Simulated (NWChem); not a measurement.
ethanol (C2H6O); SMILES OCC

```xyz
9

C      0.2531    -1.2028     0.0291
C     -0.5506     0.0827    -0.0179
O      0.2462     1.2341     0.0728
H     -0.4036    -2.0866     0.0150
H      0.8682    -1.2401     0.9410
H      0.9298    -1.2809    -0.8387
H     -1.1851     0.0958    -0.9282
H     -1.2422     0.1225     0.8392
H      0.8487     1.2367    -0.6781
```
Atoms are numbered in this order, from 1.

Computed with NWChem. All runs use the structure optimised with PBE0/def2-SVP. Level BLYP/def2-SVPD: energy and gradient; each run changes one setting, and changes count from the defaults (medium grid, exact Coulomb integrals, symmetry on).

Q: Which setting moves the energy most, and by about how much (Becke weights; defaults; extra-fine grid; Coulomb fitting, Weigend set)?

A: Coulomb fitting, Weigend set, by about 200 μHa.
| setting | size of the energy change (μHa) | largest change of a gradient component (μHa/bohr) | time, defaults = 1 (rough) |
|---|---|---|---|
| defaults | < 10 | < 30 | about 1 |
| extra-fine grid | < 10 | < 30 | 2 |
| Coulomb fitting, Weigend set | 200 | 90 | 0.4 |
| Becke weights | < 10 | 30 | about 1 |
